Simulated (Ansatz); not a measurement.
A nudged elastic band was laid between two geometries of CH4O + H2N (9 atoms, charge 0, multiplicity 2).

Level of theory: UKS B3LYP-D4/def2-SVP (Ansatz).

```
movable images  : 7
climbing image  : yes
spring          : 5.0 eV/Å²
optimiser       : quadratic models (default)
start path      : through a guess of the saddle point
force threshold : 0.05 eV/Å
iteration limit : 60
end points      : relaxed
```

Initial state:

```xyz
9
Properties=species:S:1:pos:R:3
H -0.088 -0.675 -0.457
O 0.089 -0.158 -1.264
C 0.301 1.167 -0.872
N -0.399 -1.481 1.269
H 0.510 1.771 -1.772
H -0.577 1.629 -0.370
H 1.169 1.296 -0.188
H 0.300 -1.855 1.932
H -1.304 -1.693 1.723
```

Final state:

```xyz
9
Properties=species:S:1:pos:R:3
H -0.095 -1.227 0.272
O 0.349 -0.051 -1.572
C 0.327 1.141 -0.925
N -0.474 -1.085 1.213
H -0.031 1.999 -1.529
H -0.227 1.043 0.038
H 1.369 1.360 -0.584
H 0.146 -1.590 1.849
H -1.363 -1.589 1.238
```

Question: What changes between the two ends?

Answer: Bonds broken: H1–O2. Bonds formed: H1–N4. CH4O + H2N becomes CH3O + H3N.

Question: What energy profile does the band end with?

Answer: The forces met the threshold. The highest image is number 4 of 0 to 8, 20.9 kJ/mol above the first end and 36.3 kJ/mol above the last; the last end lies 15.5 kJ/mol below the first. The profile has 2 maxima (images 4, 6) with wells between them (image 5): this band takes more than one step, which may be the mechanism or a detour left from its start path. A vibrational analysis at the climbing image gives one clearly imaginary mode, 1491i cm⁻¹: a first-order saddle point.

```
image  path coordinate (Å)  energy (kJ/mol)  H1–O2 (Å)  H1–N4 (Å)
    0                 0.00              0.0       0.97       1.93
    1                 0.79              0.1       0.98       1.92
    2                 1.58              0.2       0.98       1.92
    3                 2.38              2.2       0.98       1.81
    4                 3.17             20.9       1.17       1.25
    5                 4.41            -10.7       2.27       1.02
    6                 5.66             -4.5       2.13       1.02
    7                 6.91             -8.3       2.16       1.02
    8                 8.15            -15.5       2.23       1.02
```

Question: What is the geometry of the highest image?

Answer: 
```xyz
9
Properties=species:S:1:pos:R:3:forces:R:3
H -0.786 -0.617 0.053 0.00 0.00 0.00
O -0.340 -0.219 -0.948 0.00 0.00 0.00
C 0.363 0.962 -0.741 0.00 0.00 0.00
N -0.687 -1.204 1.147 0.00 0.00 0.00
H 0.401 1.506 -1.704 0.00 0.00 0.00
H -0.115 1.641 -0.005 0.00 0.00 0.00
H 1.417 0.800 -0.430 0.00 0.00 0.00
H 0.044 -0.741 1.703 0.00 0.00 0.00
H -0.295 -2.128 0.925 0.00 0.00 0.00
```

Run time: 4.2 min on 2 threads of Arm Neoverse V2 (shared host), peak memory 0.17 GiB.
